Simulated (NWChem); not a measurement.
**One shape, several levels: C2H5N (SMILES C1CN1)**

Wanted: a comparison of 4 runs (HF/3-21G, HF/def2-SVP, SVWN5/def2-SVPD, MP2/def2-SVPD) of C2H5N. 

The calculation is run with NWChem 7.3.0.

## Step 1: The system as given

C2H5N: 8 atoms, total charge 0, spin state singlet. SMILES: `C1CN1`. Geometry: relaxed at PBE0-D4/def2-TZVP.

Bond lengths: C1–C2 1.474 Å, C1–N3 1.458 Å, C2–N3 1.458 Å, C1–H4 1.085 Å, C1–H5 1.084 Å, C2–H6 1.084 Å, C2–H7 1.085 Å, N3–H8 1.013 Å. Some angles: C1–C2–N3 59.6°, C2–C1–N3 59.6°, C1–N3–C2 60.7°, C1–C2–H6 119.8°, C1–C2–H7 117.8°, N3–C2–H6 114.9°, N3–C2–H7 118.8°, C2–C1–H4 117.8°, C2–C1–H5 119.8°, N3–C1–H4 118.8°.

## Step 2: Energy and gradient at HF/3-21G (run 1)

Contents of run.py:

```python
from ase import Atoms
from ase.calculators.nwchem import NWChem

system = Atoms(['C', 'C', 'N', 'H', 'H', 'H', 'H', 'H'], positions=[
    [-0.441950, 0.372860, -0.526630],
    [0.701820, 0.041300, 0.342680],
    [-0.646410, -0.379240, 0.705850],
    [-0.523890, -0.146250, -1.476300],
    [-0.850360, 1.377350, -0.521460],
    [1.130680, 0.803020, 0.984310],
    [1.406100, -0.705720, -0.009460],
    [-0.775990, -1.363310, 0.501020],
])

calc = NWChem(
    label='c2h5n',
    theory='scf',
    memory='2200 mb',
    basis='3-21G',
    basispar='spherical bse',
    scf={'nopen': '0', 'rhf': None, 'thresh': '1e-08', 'maxiter': '80'},
)
system.calc = calc

forces = system.get_forces()
print("Total energy (eV):", round(system.get_potential_energy(), 6))
print("forces (eV/A):")
for s, f in zip(system.symbols, forces):
    print(f"{s:2s} {f[0]:10.5f} {f[1]:10.5f} {f[2]:10.5f}")
print("dipole (e A):", system.get_dipole_moment().round(4))
```

Launch:

```console
$ export ASE_NWCHEM_COMMAND="nwchem PREFIX.nwi > PREFIX.nwo"
$ python run.py
```

The log of the run:

```text
Total energy (eV): -3599.403043
forces (eV/A):
C    -0.54723    1.11082   -1.46537
C     1.83921    0.41852    0.34869
N    -0.82831   -1.38742    0.56055
H     0.03358    0.21407    0.40053
H     0.21829   -0.48049   -0.03872
H    -0.17648   -0.36577   -0.33939
H    -0.29825    0.31023    0.14835
H    -0.24086    0.18008    0.38541
dipole (e A): [ 0.2369 -0.1499 -0.3689]
```

The calculator wrote c2h5n.nwi:

```
title "c2h5n"

permanent_dir c2h5n

scratch_dir c2h5n

start c2h5n

geometry units angstrom nocenter noautosym noautoz
  C  -4.4195000000000001e-01 3.7286000000000002e-01 -5.2663000000000004e-01
  C  7.0182000000000000e-01 4.1300000000000003e-02 3.4267999999999998e-01
  N  -6.4641000000000004e-01 -3.7924000000000002e-01 7.0584999999999998e-01
  H  -5.2388999999999997e-01 -1.4624999999999999e-01 -1.4762999999999999e+00
  H  -8.5036000000000000e-01 1.3773500000000001e+00 -5.2146000000000003e-01
  H  1.1306799999999999e+00 8.0301999999999996e-01 9.8431000000000002e-01
  H  1.4060999999999999e+00 -7.0572000000000001e-01 -9.4599999999999997e-03
  H  -7.7598999999999996e-01 -1.3633100000000000e+00 5.0102000000000002e-01
end

memory 2200 mb

basis spherical bse noprint
   * library 3-21G
end

scf
  nopen 0
  rhf
  thresh 1e-08
  maxiter 80
end

task scf gradient
```

c2h5n.nwo:

```text
Northwest Computational Chemistry Package (NWChem) 7.3.0
             --------------------------------------------------------

           Job information
           ---------------

    nwchem branch   = 7.3.0
    use scalapack   = T
    input           = c2h5n.nwi
    prefix          = c2h5n.
    data base       = c2h5n/c2h5n.db
    status          = startup
    nproc           =        1

           Memory information
           ------------------

    heap     =     72089596 doubles =      550.0 Mbytes
    stack    =     72089601 doubles =      550.0 Mbytes
    global   =    144179200 doubles =     1100.0 Mbytes (distinct from heap & stack)
    total    =    288358397 doubles =     2200.0 Mbytes
    verify   = yes
    hardfail = no

[... 137 lines left out ...]
 Convergence threshold     :          1.000E-08
[... 12 lines left out ...]
       Final RHF  results
[... 3 lines left out ...]
      One-electron energy =   -329.478682443000
[... 1 line left out ...]
 Nuclear repulsion energy =     76.577785065626
[... 30 lines left out ...]
                       ROHF Final Molecular Orbital Analysis
[... 189 lines left out ...]
                         RHF ENERGY GRADIENTS

    atom               coordinates                        gradient
                 x          y          z           x          y          z
   1 C      -0.835164   0.704603  -0.995186    0.010642  -0.021602   0.028497
   2 C       1.326247   0.078046   0.647571   -0.035767  -0.008139  -0.006781
   3 N      -1.221538  -0.716660   1.333863    0.016108   0.026981  -0.010901
[... 4 lines of this table left out ...]
   8 H      -1.466408  -2.576282   0.946791    0.004684  -0.003502  -0.007495

                 ----------------------------------------
                 |  Time  |  1-e(secs)   |  2-e(secs)   |
                 ----------------------------------------
                 |  CPU   |       0.00   |       0.08   |
                 ----------------------------------------
                 |  WALL  |       0.00   |       0.08   |
                 ----------------------------------------

 Task  times  cpu:        0.5s     wall:        0.5s
 Total times  cpu:        0.6s     wall:        0.6s
```

Wall time 1.4 s (1 thread of Intel Xeon 6975P-C (Granite Rapids), shared host); peak memory 0.1 GiB.

## Step 3: Energy and gradient at HF/def2-SVP (run 2)

Contents of c2h5n.nw:

```
start c2h5n
title "C2H5N"
memory stack 880 mb heap 220 mb global 1100 mb
charge 0

geometry units angstrom noautosym nocenter noautoz
 C       -0.441950       0.372860      -0.526630
 C        0.701820       0.041300       0.342680
 N       -0.646410      -0.379240       0.705850
 H       -0.523890      -0.146250      -1.476300
 H       -0.850360       1.377350      -0.521460
 H        1.130680       0.803020       0.984310
 H        1.406100      -0.705720      -0.009460
 H       -0.775990      -1.363310       0.501020
end

basis spherical bse
 * library def2-SVP
end

scf
 thresh 1e-08
 maxiter 80
end

task scf gradient
```

Launch:

```console
$ nwchem c2h5n.nw > c2h5n.out
```

The log of the run:

```text
[...]
  functions       =    67
[...]
  wavefunction    = RHF
[...]
         Total SCF energy =   -132.942191775930
      One-electron energy =   -330.512086871930
      Two-electron energy =    120.992110030374
 Nuclear repulsion energy =     76.577785065626
        Time for solution =      2.6s
[...]
                         RHF ENERGY GRADIENTS
    atom               coordinates                        gradient
                 x          y          z           x          y          z
   1 C      -0.835164   0.704603  -0.995186   -0.000933   0.002766  -0.009832
   2 C       1.326247   0.078046   0.647571    0.010153  -0.000439  -0.001410
   3 N      -1.221538  -0.716660   1.333863   -0.009801   0.004708   0.014693
   4 H      -0.990009  -0.276372  -2.789802    0.001042  -0.000145  -0.000594
   5 H      -1.606947   2.602814  -0.985417   -0.000108   0.000626   0.001083
   6 H       2.136675   1.517488   1.860076   -0.000754   0.000809   0.000604
   7 H       2.657144  -1.333617  -0.017877    0.000276   0.000079  -0.001177
   8 H      -1.466408  -2.576282   0.946791    0.000125  -0.008403  -0.003367
[...]
```

It took 3.9 s on 1 thread of Intel Xeon 6975P-C (Granite Rapids), shared host; peak memory 0.1 GiB.

## Step 4: Energy and gradient at SVWN5/def2-SVPD (run 3)

Contents of struct.nw:

```
start struct
title "C2H5N"
memory 2200 mb

geometry units angstroms noautosym nocenter noautoz
C       -0.441950       0.372860      -0.526630
C        0.701820       0.041300       0.342680
N       -0.646410      -0.379240       0.705850
H       -0.523890      -0.146250      -1.476300
H       -0.850360       1.377350      -0.521460
H        1.130680       0.803020       0.984310
H        1.406100      -0.705720      -0.009460
H       -0.775990      -1.363310       0.501020
end

basis spherical bse
C library def2-SVPD
N library def2-SVPD
H library def2-SVPD
end

dft
xc slater vwn_5
grid fine
convergence energy 1e-08
iterations 100
mulliken
print medium
end

task dft gradient
```

Launch:

```console
$ nwchem struct.nw > struct.out
```

The log of the run:

```text
[...]
          Wavefunction type:  closed shell.
          No. of atoms     :     8
          No. of electrons :    24
[...]
          Charge           :     0
          Spin multiplicity:     1
[...]
          AO basis - number of functions:   100
[...]
              XC Information
              --------------
                        Slater Exchange Functional  1.000 local
                      VWN V Correlation Functional  1.000 local
[...]
 d= 0,ls=0.0,diis     1   -132.6019330145 -2.09D+02  2.43D-02  5.46D-01     0.9
[...]
 d= 0,ls=0.0,diis     8   -132.6429428247 -7.07D-10  9.53D-06  3.86D-07     6.0
         Total DFT energy =     -132.642942824693
      One electron energy =     -330.715656346383
           Coulomb energy =      139.854217597757
    Exchange-Corr. energy =      -18.359289141692
 Nuclear repulsion energy =       76.577785065626
[...]
      Total Density - Mulliken Population Analysis
     ---------------------------------------------
    Atom       Charge   Shell Charges
 -----------   ------   -------------------------------------------------------
    1 C    6     5.43   1.98  0.91 -0.02 -0.00  2.17  0.38  0.05 -0.04
    2 C    6     5.43   1.98  0.91 -0.02 -0.00  2.17  0.38  0.05 -0.04
    3 N    7     7.35   1.98  1.03  0.53  0.22  2.40  1.09  0.03  0.07
    4 H    1     1.17   0.74  0.41  0.02 -0.00
    5 H    1     1.24   0.74  0.49  0.02 -0.01
    6 H    1     1.24   0.74  0.49  0.02 -0.01
    7 H    1     1.17   0.74  0.41  0.02 -0.00
    8 H    1     0.99   0.73  0.24  0.04 -0.02
[...]
  wavefunction    = closed shell
                         DFT ENERGY GRADIENTS
    atom               coordinates                        gradient
                 x          y          z           x          y          z
   1 C      -0.835164   0.704603  -0.995186   -0.002574   0.005308  -0.011808
   2 C       1.326247   0.078046   0.647571    0.013180   0.000746   0.000163
   3 N      -1.221538  -0.716660   1.333863   -0.006111  -0.011512   0.003651
   4 H      -0.990009  -0.276372  -2.789802    0.000855   0.006094   0.010831
   5 H      -1.606947   2.602814  -0.985417    0.004498  -0.011692  -0.000113
   6 H       2.136675   1.517488   1.860076   -0.004895  -0.008972  -0.007243
   7 H       2.657144  -1.333617  -0.017877   -0.007960   0.008650   0.004131
   8 H      -1.466408  -2.576282   0.946791    0.003006   0.011378   0.000387
[...]
```

Run time: 9 s. Hardware: 1 thread of Intel Xeon 6975P-C (Granite Rapids), shared host; peak memory 0.12 GiB.

## Step 5: Energy and forces at MP2/def2-SVPD (run 4)

Contents of c2h5n.nw:

```
START c2h5n
memory 2200 mb
charge 0
GEOMETRY units angstroms noautosym nocenter noautoz
C       -0.441950       0.372860      -0.526630
C        0.701820       0.041300       0.342680
N       -0.646410      -0.379240       0.705850
H       -0.523890      -0.146250      -1.476300
H       -0.850360       1.377350      -0.521460
H        1.130680       0.803020       0.984310
H        1.406100      -0.705720      -0.009460
H       -0.775990      -1.363310       0.501020
END
BASIS spherical bse
* library def2-SVPD
END
SCF
thresh 1e-08
maxiter 80
END
MP2
freeze core 3
tight
END
TASK mp2 gradient
```

Launch:

```console
$ nwchem c2h5n.nw > c2h5n.out
```

The log of the run:

```text
[...]
  functions       =   100
[...]
  wavefunction    = RHF
[...]
         Total SCF energy =   -132.950764035215
      One-electron energy =   -330.463640175010
      Two-electron energy =    120.935091074169
 Nuclear repulsion energy =     76.577785065626
        Time for solution =      8.8s
[...]
          Total MP2 energy          -133.417776361515
[...]
                         mp2 ENERGY GRADIENTS
    atom               coordinates                        gradient
                 x          y          z           x          y          z
   1 C      -0.835164   0.704603  -0.995186    0.002019  -0.003932   0.004777
   2 C       1.326247   0.078046   0.647571   -0.006150  -0.001558  -0.001435
   3 N      -1.221538  -0.716660   1.333863    0.004555   0.001382  -0.005464
   4 H      -0.990009  -0.276372  -2.789802    0.000311   0.002921   0.003803
   5 H      -1.606947   2.602814  -0.985417    0.001647  -0.004100  -0.000440
   6 H       2.136675   1.517488   1.860076   -0.001367  -0.003229  -0.002720
   7 H       2.657144  -1.333617  -0.017877   -0.002527   0.003745   0.001646
   8 H      -1.466408  -2.576282   0.946791    0.001513   0.004772  -0.000167
[...]
```

It took 24 s on 1 thread of Intel Xeon 6975P-C (Granite Rapids), shared host; peak memory 0.3 GiB.

## Step 6: The series

```
run            level  iteration cap  module  energy (Eh)  dipole moment (D)  HOMO energy (eV)  LUMO energy (eV)  wall time
  1         HF/3-21G             80     scf  -132.275623               2.23            -10.42              6.86      1.4 s
  2      HF/def2-SVP             80     scf  -132.942192               1.92            -10.69              4.83      3.9 s
  3  SVWN5/def2-SVPD            100     dft  -132.642943               1.67             -5.87              0.11        9 s
  4    MP2/def2-SVPD             80     mp2  -133.417776               1.73            -10.77              2.89       24 s
```

## Step 7: Outcome

| quantity | value |
| --- | --- |
| run 4: total energy | -133.41778 Eh |
| run 4: dipole moment (of the density that the program reports) | 1.73 D |
| run 4: HOMO energy (Hartree–Fock orbitals) | -10.77 eV |
| run 4: LUMO energy (Hartree–Fock orbitals) | 2.89 eV |
| run 4: HOMO–LUMO gap (Hartree–Fock orbitals) | 13.67 eV |
| run 4: correlation energy (3 core orbitals frozen) | -467.0 mEh |
| run 4: largest force on an atom | 0.373 eV/Å |

The dipole moment (its size) runs from 1.67 D (SVWN5/def2-SVPD) to 2.23 D (HF/3-21G). The two ends differ in method and basis. Over runs 1, 2, 3 the HOMO–LUMO gap runs from 5.98 eV (SVWN5/def2-SVPD) to 17.27 eV (HF/3-21G). All runs together took 38 s, the longest 24 s.
